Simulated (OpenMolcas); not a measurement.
**BH3O (BH2(OH)): levels of theory compared**

Wanted: a comparison of 6 runs (B3LYP/STO-3G, M06-2X/STO-3G, SVWN5/STO-3G, MP2/STO-3G, ACPF/STO-3G, CISD/STO-3G) of BH3O (BH2(OH)). 

The calculation is run with OpenMolcas 26.06.

1 further run of the same task is left out (set aside as unsound or not needed).

**1. The system as given**

BH3O: 5 atoms, total charge 0, spin state singlet. As SMILES, `[H]B([H])O`. The O4–H5 distance was set to 1.198 Å, away from the relaxed value.

Bond lengths: B1–O4 1.325 Å, B1–H2 1.172 Å, B1–H3 1.182 Å. Angles: H2–B1–O4 115.8°, H3–B1–O4 122.8°, H2–B1–H3 121.4°. A long bond or contact: O4–H5 1.198 Å.

**2. The energy at B3LYP/STO-3G (run 1)**

Contents of mol.input:

```
* BH3O Kohn-Sham DFT
&GATEWAY
BasLib = $CurrDir
Coord
5
angstrom
B        0.501699       0.329104      -0.167466
H        1.634279       0.416664      -0.454576
H       -0.202181       1.277984      -0.139666
O        0.071309      -0.892076       0.115524
H       -1.082200      -1.025180       0.410320
Basis = STO-3G
Group = NoSym
&SEWARD
GridInput
Grid=UltraFine
End of Grid
&SCF
KSDFT = B3LYP
Thresholds = 1e-10 1e-07 1e-07 1e-05
PrOrbitals = 1 1
```

The basis set STO-3G is read from a file made from the Basis Set Exchange's data (not shown).

The run is started by

```bash
$ export MOLCAS_MEM=1860
$ pymolcas mol.input > mol.log
```

Log:

```text
--- Start Module: gateway ---
[...]
--- Stop Module: gateway /rc=_RC_ALL_IS_WELL_ ---
--- Start Module: seward ---
[...]
      Basis functions           13
--- Stop Module: seward /rc=_RC_ALL_IS_WELL_ ---
--- Start Module: scf ---
[...]
       Convergence after  11 Iterations
[...]
::    Total KS-DFT energy                            -100.5200152751
[...]
      Total spin, S                                     0.0000000000
[...]
      Total electronic charge=   16.000000
      Total            charge=   -0.000000
[...]
      Dipole Moment (debye):
      Origin of the operator (angstrom)=    0.2337   -0.3321   -0.0060
                   X= -1.6495E+00               Y= -6.0496E-01               Z=  4.8607E-01           Total=  1.8230E+00
      Quadrupole Moment (debye*angstrom):
[...]
--- Stop Module: scf /rc=_RC_ALL_IS_WELL_ ---
[...]
```

It took 5.1 s on 1 thread of Arm Neoverse V2, shared host; peak memory 0.36 GiB.

**3. The energy at M06-2X/STO-3G (run 2)**

Contents of mol.inp:

```
>>> EXPORT MOLCAS_PRINT=2

&GATEWAY
  BASLIB=$CurrDir
  COORD
  5
  angstrom
  B        0.501699       0.329104      -0.167466
  H        1.634279       0.416664      -0.454576
  H       -0.202181       1.277984      -0.139666
  O        0.071309      -0.892076       0.115524
  H       -1.082200      -1.025180       0.410320
  BASIS=STO-3G
  GROUP=NoSym

&SEWARD
  GRIDINPUT
  Grid=UltraFine
  End of Grid

&SCF
  KSDFT=M062X
  THRESHOLDS=1e-10 1e-07 1e-07 1e-05
  PRORBITALS=1 1
```

The basis set STO-3G is read from a file made from the Basis Set Exchange's data (not shown).

The run is started by

```bash
$ export MOLCAS_MEM=1860
$ pymolcas mol.inp > mol.log
```

Log:

```text
--- Start Module: gateway ---
[...]
--- Stop Module: gateway /rc=_RC_ALL_IS_WELL_ ---
--- Start Module: seward ---
[...]
      Basis functions           13
--- Stop Module: seward /rc=_RC_ALL_IS_WELL_ ---
--- Start Module: scf ---
[...]
       Convergence after  10 Iterations
[...]
::    Total KS-DFT energy                            -100.5083360151
[...]
      Total spin, S                                     0.0000000000
[...]
      Total electronic charge=   16.000000
      Total            charge=   -0.000000
[...]
      Dipole Moment (debye):
      Origin of the operator (angstrom)=    0.2337   -0.3321   -0.0060
                   X= -1.6800E+00               Y= -5.3068E-01               Z=  4.8254E-01           Total=  1.8267E+00
      Quadrupole Moment (debye*angstrom):
[...]
--- Stop Module: scf /rc=_RC_ALL_IS_WELL_ ---
[...]
```

Wall time 4.2 s (1 thread of Arm Neoverse V2, shared host); peak memory 0.37 GiB.

**4. The energy at SVWN5/STO-3G (run 3)**

Contents of mol.input:

```
>>> EXPORT MOLCAS_PRINT=2

&GATEWAY
 BasLib=$CurrDir
 Coord
 5
 angstrom
 B        0.501699       0.329104      -0.167466
 H        1.634279       0.416664      -0.454576
 H       -0.202181       1.277984      -0.139666
 O        0.071309      -0.892076       0.115524
 H       -1.082200      -1.025180       0.410320
 Basis=STO-3G
 Group=NoSym

&SEWARD
 GridInput
 Grid=UltraFine
 End of Grid

&SCF
 KSDFT=SVWN5
 Thresholds=1e-10 1e-07 1e-07 1e-05
 PrOrbitals=1 1
```

The basis set STO-3G is read from a file made from the Basis Set Exchange's data (not shown).

The run is started by

```bash
$ export MOLCAS_MEM=1860
$ pymolcas mol.input > mol.log
```

Log:

```text
--- Start Module: gateway ---
[...]
--- Stop Module: gateway /rc=_RC_ALL_IS_WELL_ ---
--- Start Module: seward ---
[...]
      Basis functions           13
--- Stop Module: seward /rc=_RC_ALL_IS_WELL_ ---
--- Start Module: scf ---
[...]
       Convergence after  12 Iterations
[...]
::    Total KS-DFT energy                             -99.6520620622
[...]
      Total spin, S                                     0.0000000000
[...]
      Total electronic charge=   16.000000
      Total            charge=   -0.000000
[...]
      Dipole Moment (debye):
      Origin of the operator (angstrom)=    0.2337   -0.3321   -0.0060
                   X= -1.7619E+00               Y= -7.4949E-01               Z=  5.3368E-01           Total=  1.9876E+00
      Quadrupole Moment (debye*angstrom):
[...]
--- Stop Module: scf /rc=_RC_ALL_IS_WELL_ ---
[...]
```

Wall time 3.6 s (1 thread of Arm Neoverse V2, shared host); peak memory 0.37 GiB.

Runs 4 to 5 aren't shown in full; the table further down has their settings and results.

**5. A single-point energy at CISD/STO-3G (run 6)**

Contents of mol.input:

```
* BH3O CISD
&gateway
baslib
$CurrDir
coord
5
angstrom
B        0.501699       0.329104      -0.167466
H        1.634279       0.416664      -0.454576
H       -0.202181       1.277984      -0.139666
O        0.071309      -0.892076       0.115524
H       -1.082200      -1.025180       0.410320
basis
STO-3G
group
NoSym
&seward
&scf
thresholds
1e-10 1e-07 1e-07 1e-05
prorbitals
1 1
&motra
frozen
2
&guga
electrons
12
spin
1
inactive
6
active
0
ciall
1
&cpf
sdci
```

The basis set STO-3G is read from a file made from the Basis Set Exchange's data (not shown).

The run is started by

```bash
$ export MOLCAS_MEM=1860
$ pymolcas mol.input > mol.log
```

Log:

```text
--- Start Module: gateway ---
[...]
--- Stop Module: gateway /rc=_RC_ALL_IS_WELL_ ---
[...]
      Basis functions           13
[...]
       Convergence after  12 Iterations
[...]
::    Total SCF energy                                -99.9466371921
[...]
      Total spin, S                                     0.0000000000
[...]
      *** WARNING: Default frozen orbitals is overwritten by user input.
      *** Default values:   2
[...]
--- Start Module: guga ---
[...]
--- Stop Module: guga /rc=_RC_ALL_IS_WELL_ ---
--- Start Module: cpf ---
[...]
      Active orbitals                            0       0
[...]
      Spin quantum number                      0.0
[...]
     FINAL CI ENERGY          -100.06528973
     FINAL CORRELATION ENERGY   -0.11865253  REFERENCE ENERGY     -99.94663719
[...]
     REL. CI ENERGY           -100.06528973
[...]
      Total electronic charge=   16.000000
      Total            charge=    0.000000
[...]
      Dipole Moment (debye):
      Origin of the operator (angstrom)=    0.2337   -0.3321   -0.0060
                   X= -1.5873E+00               Y= -6.7661E-01               Z=  4.8201E-01           Total=  1.7916E+00
      Quadrupole Moment (debye*angstrom):
[...]
--- Stop Module: cpf /rc=_RC_ALL_IS_WELL_ ---
[...]
```

It took 6.9 s on 1 thread of Arm Neoverse V2, shared host; peak memory 0.37 GiB.

**6. All runs side by side**

| run | level | integration grid | frozen core orbitals | energy (Eh) | dipole moment (D) of the reference | HOMO energy (eV) | LUMO energy (eV) | wall time |
| --- | --- | --- | --- | --- | --- | --- | --- | --- |
| 1 | B3LYP/STO-3G | UltraFine | – | -100.520015 | 1.82 | -6.13 | 3.22 | 5.1 s |
| 2 | M06-2X/STO-3G | UltraFine | – | -100.508336 | 1.83 | -7.88 | 4.78 | 4.2 s |
| 3 | SVWN5/STO-3G | UltraFine | – | -99.652062 | 1.99 | -4.46 | 2.21 | 3.6 s |
| 4 | MP2/STO-3G | – | 2 | -100.042839 | 1.59 | -10.32 | 8.57 | 6.3 s |
| 5 | ACPF/STO-3G | – | 2 | -100.073791 | 1.59 | -10.32 | 8.57 | 3.6 s |
| 6 | CISD/STO-3G | – | 2 | -100.065290 | 1.59 | -10.32 | 8.57 | 6.9 s |

**7. What came out**

```
                                          quantity          value
                               run 6: total energy  -100.06529 Eh
         run 6: dipole moment (mean-field density)         1.59 D
        run 6: HOMO energy (Hartree–Fock orbitals)      -10.32 eV
        run 6: LUMO energy (Hartree–Fock orbitals)        8.57 eV
      run 6: HOMO–LUMO gap (Hartree–Fock orbitals)       18.89 eV
run 6: correlation energy (2 core orbitals frozen)     -118.7 mEh
```

In words: Over runs 1, 2, 3 the dipole moment (its size) runs from 1.82 D (B3LYP/STO-3G) to 1.99 D (SVWN5/STO-3G). Over runs 1, 2, 3 the HOMO–LUMO gap runs from 6.67 eV (SVWN5/STO-3G) to 12.67 eV (M06-2X/STO-3G). Totals of different functionals can't be ranked against each other. In runs 1, 2, 3, 4, 5, 6 the basis is minimal, so the values are rough. All runs together took 30 s, the longest 6.9 s.
